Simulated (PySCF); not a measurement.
Species: aluminum monochloride, AlCl (singlet state).
SMILES: `[Al][Cl]`

The closed-shell ground state was solved at several levels (PySCF, density fitting, gas phase, non-relativistic). Geometry: PBE0-D3(BJ)/def2-TZVP; no solvent, vibrations or thermal averaging.

```json
{"level": "KT3/pcSseg-2", "basis functions": "86", "HOMO (eV)": "-6.09", "LUMO (eV)": "-2.35", "gap (eV)": "3.74", "dipole (D)": "1.70"}
{"level": "B97-2/pcSseg-2", "basis functions": "86", "HOMO (eV)": "-6.82", "LUMO (eV)": "-1.74", "gap (eV)": "5.08", "dipole (D)": "1.68"}
{"level": "wB97X-D/pcSseg-2", "basis functions": "86", "HOMO (eV)": "-8.83", "LUMO (eV)": "-0.12", "gap (eV)": "8.71", "dipole (D)": "1.71"}
```

(1) What might PBE0/pcSseg-2 (86 basis functions) give for the same quantities?

(2) Over all these levels, which gives the widest orbital gap and which the narrowest?

(3) In the pcSseg-2 basis, how does the gap go with the fixed share of exact exchange?

(4) How far do the dipole and the HOMO energy spread over the levels?

Answers

(1) HOMO -7.05 eV, LUMO -1.73 eV, gap 5.32 eV, dipole 1.69 D.

(2) wB97X-D/pcSseg-2 (range-separated hybrid) has the widest, 8.71 eV, and KT3/pcSseg-2 (GGA) the narrowest, 3.74 eV. From the narrowest to the widest the HOMO moves by -2.74 eV and the LUMO by +2.23 eV.

(3) KT3 (0 %) 3.74 eV; B97-2 (21 %) 5.08 eV; PBE0 (25 %) 5.32 eV. Each rise in the share widens the gap here.

(4) The dipole runs from 1.68 to 1.71 D (mean 1.70 D) and the HOMO from -8.83 to -6.09 eV.
